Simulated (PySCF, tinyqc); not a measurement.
RHF in the sto-3g basis, for BH, spin multiplicity 1, step by step. This run ends on a higher stationary point, not on the lowest solution. The lowest restricted solution is unstable here: a spin-polarised one lies 0.0121 hartree lower (PySCF). One step of it, computed by the program tinyqc.

Problem. Iteration 2: diagonalisation and new density. A level shift of 0.5 hartree raises the virtual space: F + shift (S - S D(s) S), with D(s) the density of one spin (D/2). Diagonalise F' = X^T F X, C = X C', fill 3 alpha and 3 beta electrons from the bottom; D = 2 C_occ C_occ^T. Each column has its largest component positive (the first on a tie).

Fock matrix F (hartree):
```
            1B 1s      1B 2s     1B 2px     1B 2py     1B 2pz      2H 1s
1B 1s   -6.951829  -2.070788   0.000000   0.000000  -0.059064  -0.559160
1B 2s   -2.070788  -0.731198   0.000000   0.000000  -0.082732  -0.415309
1B 2px   0.000000   0.000000   0.020661  -0.012860   0.000000   0.000000
1B 2py   0.000000   0.000000  -0.012860   0.448513   0.000000   0.000000
1B 2pz  -0.059064  -0.082732   0.000000   0.000000   0.117686  -0.309257
2H 1s   -0.559160  -0.415309   0.000000   0.000000  -0.309257  -0.453194
```

X:
```
                1          2          3         4          5         6
1B 1s    0.243379   0.800992   0.000000  0.000000   0.590236  0.193772
1B 2s   -0.970940  -0.550862   0.000000  0.000000   0.412729  0.403298
1B 2px   0.000000   0.000000  -0.151530  0.988453   0.000000  0.000000
1B 2py   0.000000   0.000000   0.988453  0.151530   0.000000  0.000000
1B 2pz  -0.892351   0.515796   0.000000  0.000000  -0.551782  0.338571
2H 1s    1.272119  -0.211872   0.000000  0.000000  -0.184966  0.508240
```

D after iteration 1:
```
            1B 1s      1B 2s    1B 2px    1B 2py     1B 2pz      2H 1s
1B 1s    2.085157  -0.317631  0.000000  0.000000   0.268284   0.023238
1B 2s   -0.317631   1.178529  0.000000  0.000000  -1.034039  -0.075520
1B 2px   0.000000   0.000000  1.998198  0.060006   0.000000   0.000000
1B 2py   0.000000   0.000000  0.060006  0.001802   0.000000   0.000000
1B 2pz   0.268284  -1.034039  0.000000  0.000000   0.907318   0.066246
2H 1s    0.023238  -0.075520  0.000000  0.000000   0.066246   0.004843
```

overlap S:
```
           1B 1s     1B 2s    1B 2px    1B 2py    1B 2pz     2H 1s
1B 1s   1.000000  0.269328  0.000000  0.000000  0.000000  0.070243
1B 2s   0.269328  1.000000  0.000000  0.000000  0.000000  0.488321
1B 2px  0.000000  0.000000  1.000000  0.000000  0.000000  0.000000
1B 2py  0.000000  0.000000  0.000000  1.000000  0.000000  0.000000
1B 2pz  0.000000  0.000000  0.000000  0.000000  1.000000  0.496153
2H 1s   0.070243  0.488321  0.000000  0.000000  0.496153  1.000000
```

Give: F' = X^T F X; orbital energies; coefficients C; D after iteration 2.

Solution.

F' = X^T F X (hartree):
```
        1       2      3      4       5       6
1   0.997  -0.402  0.000  0.000  -0.058  -0.341
2  -0.402  -2.658  0.000  0.000  -3.050  -1.527
3   0.000   0.000  0.935  0.112   0.000   0.000
4   0.000   0.000  0.112  0.034   0.000   0.000
5  -0.058  -3.050  0.000  0.000  -3.301  -1.777
6  -0.341  -1.527  0.000  0.000  -1.777  -0.781
```

orbital energies (hartree): MO1 -6.959, MO2 0.019, MO3 0.020, MO4 0.066, MO5 0.949, MO6 1.130

coefficients C:
```
           MO1     MO2    MO3     MO4     MO5     MO6
1B 1s    0.991  -0.233  0.000  -0.152   0.000  -0.167
1B 2s    0.036   0.890  0.000   0.296   0.000   0.835
1B 2px   0.000   0.000  1.000   0.000  -0.030   0.000
1B 2py   0.000   0.000  0.030   0.000   1.000   0.000
1B 2pz   0.013  -0.510  0.000   0.082   0.000   1.102
2H 1s   -0.013  -0.344  0.000   0.794   0.000  -1.098
```

D after iteration 2:
```
         1B 1s   1B 2s  1B 2px  1B 2py  1B 2pz   2H 1s
1B 1s    2.072  -0.343   0.000   0.000   0.264   0.134
1B 2s   -0.343   1.588   0.000   0.000  -0.907  -0.614
1B 2px   0.000   0.000   1.998   0.060   0.000   0.000
1B 2py   0.000   0.000   0.060   0.002   0.000   0.000
1B 2pz   0.264  -0.907   0.000   0.000   0.520   0.351
2H 1s    0.134  -0.614   0.000   0.000   0.351   0.237
```
